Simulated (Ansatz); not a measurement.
# AlBH2: the cost of one run

Computed with Ansatz 0.2.0, Gaussian basis. Level: def2-QZVPP, all electrons in the functionals.

The runs, in order: PBE, BLYP, r2SCAN, B97M-V, PBE0, B3LYP, at charge 0, triplet; charge 0, singlet; charge 0, quintet; charge 1, doublet; charge 1, quartet.

2 further runs of the same task are left out: 2 set aside as unsound or not needed.

## 1. The geometry

The geometry is a PBE0/def2-TZVP stationary point (not a proven minimum).

4 atoms, charge 0, spin multiplicity 3.

Atoms are counted from 1 here; the program's logs count them from 0.

Bond lengths: B1–Al2 1.909 Å, B1–H3 1.183 Å, Al2–H4 1.571 Å. Angles: Al2–B1–H3 180.0°, B1–Al2–H4 180.0°.

No dispersion term is added; B97M-V holds VV10 nonlocal correlation. B3LYP takes the VWN-RPA correlation.

The geometry shown and the zero of energy belong to the point charge 0, triplet. The yardstick, UCCSD(T), and other wave-function levels (R restricted, U unrestricted, valence and pair active spaces) come from earlier runs.

## 2. PBE, charge 0, triplet

Input file in.yaml:

```yaml
crystal:
  periodic: [false, false, false]
  atoms:
    - {symbol: B, position_ang: [0.000000, 0.000000, 1.051329]}
    - {symbol: Al, position_ang: [0.000000, 0.000000, -0.857484]}
    - {symbol: H, position_ang: [0.000000, 0.000000, 2.234417]}
    - {symbol: H, position_ang: [0.000000, 0.000000, -2.428262]}
basis:
  gaussian: {orbitals: "def2-QZVPP.json"}
magnetization: {spin_polarized: true, initial_magnetization: 2}
hamiltonian: {xc: {name: PBE}}
output: {orbitals: {seedname: orbitals}}
```

On the command line:

```console
> ansatz run in.yaml --threads 1 --pin off --events-out ev --progress --plain --max-ram 2393MiB
```

**Question.** How long does this run take on 1 thread of Arm Neoverse N1, shared host?

About 6.5 s.
